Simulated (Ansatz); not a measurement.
## Worked example: the step energy

An elementary step of CH$_{6}$BN, singlet (CH₃N ([CH2][NH]) + BH₃ → CH₆BN ([BH2][NH][CH3]); B–H broken or loosened, B–N, H–C formed or tightened). “Start” and “end” are the PBE0-D4/def2-TZVP structures reached by relaxing down either side of its saddle point, with the molecules still in contact.

Computed with Ansatz 0.2.0 (basis: def2-TZVPP and def2-QZVPP); correlated methods freeze the cores.

Energies in eV:

| quantity | end | start |
| --- | --- | --- |
| Hartree–Fock, triple zeta (X = 3) | -3280.81666 | -3279.13393 |
| Hartree–Fock, quadruple zeta (X = 4) | -3280.98495 | -3279.29995 |
| MP2 correlation, X = 3 | -13.57080 | -13.75501 |
| MP2 correlation, X = 4 | -14.45988 | -14.62439 |
| CCSD(T) correlation, X = 3 | -15.03582 | -15.29148 |

Question: Work out the step energy at the basis limit: extrapolate Hartree–Fock as E(X) = E∞ + A exp(−7.88 √X) and the MP2 correlation as E(X) = E∞ + B X^−2.97 (the exponents that Neese and Valeev fitted for def2-TZVPP and QZVPP), then add CCSD(T) − MP2 in triple zeta.

Answer: Each step is linear, so take the differences first (end − start): Hartree–Fock -1.68273 (X = 3) and -1.68500 (X = 4); MP2 correlation 0.18421 and 0.16451; CCSD(T) correlation 0.25566.
Two points give E∞ = E(4) + w [E(4) − E(3)], with w = 1/(exp(7.88 (2 − √3)) − 1) = 0.1377 for Hartree–Fock and w = 1/((4/3)^2.97 − 1) = 0.7407 for the correlation.
Hartree–Fock: -1.68500 + 0.1377 × (-0.00227) = -1.6853 eV.
MP2 correlation: 0.16451 + 0.7407 × (-0.01970) = 0.1499 eV.
CCSD(T) − MP2: 0.25566 − 0.18421 = 0.0714 eV.
Sum: -1.6853 + 0.1499 + 0.0714 = -1.4640 eV, or -33.76 kcal/mol. Plain CCSD(T) in triple zeta gives -1.4271 eV, so the larger basis shifts the result by -0.0369 eV.

T1 diagnostic: at most 0.017.

Labels in which every atom is bracketed show which atoms are joined, not bond orders.

For scale, one of the runs: CCSD(T)/def2-TZVPP, 177 basis functions, launched by `ansatz run in.yaml --threads 2 --pin off --events-out ev --progress --plain --max-ram 4352MiB`. Hardware: 2 CPU threads of an Arm Neoverse V1, shared host. Wall time 26 s; peak host memory 1.7 GiB.
